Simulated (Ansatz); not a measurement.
**[H···H···Si], triplet: transfer scan**

Starting geometry:

```xyz
3

H     0.0000    0.0000   -1.1670
H     0.0000    0.0000   -0.4220
Si    0.0000    0.0000    1.5890
```

From there H2 is moved from one fragment to the other while all else, the fragments' distance too, stays fixed; atoms are numbered as listed. Energies are in eV, counted from the starting geometry at the same level.

Basis cc-pVDZ; Ansatz 0.2.0. Correlated methods freeze the noble-gas cores. Prefix R: restricted or restricted open-shell reference; prefix U: unrestricted. Active spaces: valence = (6e, 6o) chosen from the atoms' valence shells.

Unrestricted rows (U) aren't spin-pure: their determinants' ⟨S²⟩ exceeds S(S+1) by up to 0.20, so they mix in states of higher spin. Coupled cluster chose its determinant by trial CCSD, here up to 0.06 eV above the lowest Hartree–Fock solution of its kind. Runs in a small pair space aren't shown, since their orbitals change along the scan. The reference follows the lowest state, whose symmetry changes from Σ⁻ or Δ to Π between 1.071 and 1.153.

Full CI is exact within this basis and frozen core; it isn't the basis-set limit. The frozen core follows each run's orbitals, which can shift R against U totals by a few meV.

| distance H1-H2 (Å) | full CI | unpaired electrons (full CI) | error RCCSD | error RCCSD(T) | error RCCSDT | error UCCSDT | error NEVPT2 (valence space) | error MRCISD+Q (valence space) |
| --- | --- | --- | --- | --- | --- | --- | --- | --- |
| 0.693 | 0.071 | 2.04 | -0.003 | -0.001 | 0.000 | 0.000 | 0.005 | -0.002 |
| 0.745 | 0.000 | 2.05 | 0.000 | 0.000 | 0.000 | 0.000 | 0.000 | 0.000 |
| 0.827 | 0.094 | 2.05 | 0.006 | 0.001 | 0.000 | 0.000 | -0.011 | 0.002 |
| 0.908 | 0.343 | 2.06 | 0.014 | 0.003 | 0.001 | 0.000 | -0.025 | 0.002 |
| 0.990 | 0.685 | 2.08 | 0.025 | 0.006 | 0.001 | 0.001 | -0.043 | 0.000 |
| 1.071 | 1.068 | 2.11 | 0.041 | 0.011 | 0.002 | 0.002 | -0.067 | -0.006 |
| 1.153 | 1.370 | 2.06 | 0.034 | 0.008 | 0.001 | 0.001 | -0.022 | 0.012 |
| 1.234 | 1.517 | 2.06 | 0.028 | 0.007 | 0.001 | 0.001 | -0.022 | 0.016 |
| 1.316 | 1.696 | 2.06 | 0.021 | 0.005 | 0.001 | 0.001 | -0.018 | 0.020 |

Unpaired electrons are Σ n²(2−n)² over natural occupations. Errors are those of relative energies. In total energy the starting point itself misses full CI by: RCCSD 0.059, RCCSD(T) 0.016, RCCSDT 0.002, UCCSDT 0.002, NEVPT2 (valence space) 0.608, MRCISD+Q (valence space) -0.004 eV.

Spread of the error over the points with a reference, to 1.316 Å (largest less smallest): RCCSDT 0.002, UCCSDT 0.002, RCCSD(T) 0.012, MRCISD+Q (valence space) 0.026, RCCSD 0.044, NEVPT2 (valence space) 0.072 eV.
